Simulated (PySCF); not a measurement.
C₄H₈ (isobutene), optimised at PBE/def2-SVP:

```xyz
12

C     -1.1985    -0.7409     0.1727
C     -0.0354     0.2108     0.0459
C      1.3140    -0.4286    -0.1653
C     -0.1923     1.5492     0.1168
H     -1.0497    -1.4412     1.0238
H     -1.2945    -1.3764    -0.7350
H     -2.1582    -0.2104     0.3257
H      1.5649    -1.1162     0.6721
H      2.1236     0.3218    -0.2503
H      1.3203    -1.0514    -1.0868
H      0.6658     2.2341     0.0227
H     -1.1838     2.0042     0.2715
```

Energies from PySCF (xtb for GFN2), thermal terms from the rigid-rotor harmonic-oscillator model, ideal gas at 1 bar. 6-31G* has spherical d functions here. All species are closed-shell singlets. B3LYP is the form with VWN-RPA correlation.

Question: List the harmonic frequencies (cm⁻¹, unscaled) at this level and at the other levels, each on its own geometry.

Answer: 
- PBE/def2-SVP: 171, 209, 373, 424, 431, 675, 814, 871, 921, 949, 971, 1033, 1050, 1253, 1337, 1348, 1367, 1390, 1400, 1408, 1420, 1681, 2950, 2955, 3017, 3018, 3069, 3071, 3072, 3164
- B3LYP/6-31G*: 178, 213, 378, 437, 437, 710, 820, 920, 975, 995, 1036, 1099, 1122, 1311, 1439, 1442, 1471, 1502, 1516, 1519, 1533, 1742, 3025, 3031, 3071, 3074, 3124, 3126, 3157, 3233
- GFN2-xTB: 109, 156, 378, 428, 430, 691, 868, 893, 955, 988, 1000, 1072, 1082, 1281, 1401, 1402, 1427, 1477, 1481, 1487, 1492, 1739, 2997, 3000, 3010, 3016, 3048, 3049, 3101, 3124
- HF/6-31G*: 179, 221, 403, 470, 475, 770, 865, 1047, 1047, 1070, 1121, 1188, 1219, 1412, 1560, 1567, 1592, 1618, 1632, 1636, 1649, 1889, 3184, 3191, 3230, 3236, 3278, 3280, 3325, 3399
- PBE0/def2-TZVP: 173, 213, 377, 434, 442, 706, 834, 923, 959, 989, 1016, 1081, 1101, 1306, 1402, 1406, 1437, 1460, 1473, 1480, 1493, 1737, 3031, 3036, 3086, 3088, 3136, 3138, 3151, 3236
